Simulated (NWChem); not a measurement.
Total energies of HLi

SMILES: [LiH]
```xyz
2

Li     0.0000     0.0000     0.3994
H      0.0000     0.0000    -1.1982
```
Charge 0, spin multiplicity 1.

Program: NWChem. The geometry was optimised at PBE0/def2-SVP, a minimum by its harmonic frequencies.

Basis set: def2-TZVP (20 functions).

```json
[
 {"method": "RHF", "total energy (Ha)": "-7.98518"},
 {"method": "MP2", "total energy (Ha)": "-8.03668"},
 {"method": "B2PLYP", "total energy (Ha)": "-8.06386"},
 {"method": "PBE", "total energy (Ha)": "-8.04534"},
 {"method": "B3LYP", "total energy (Ha)": "-8.08687"},
 {"method": "BLYP", "total energy (Ha)": "-8.07138"},
 {"method": "CCSD(T)", "total energy (Ha)": "-8.04812"}
]
```

Total energies of different functionals aren't comparable as a measure of quality: only differences taken within one method are. 

The correlated methods freeze no orbitals. B3LYP has NWChem's definition, with VWN1-RPA local correlation. The structure started from a generated list of species. Coupled-cluster values serve here as a point of comparison, not as the truth.
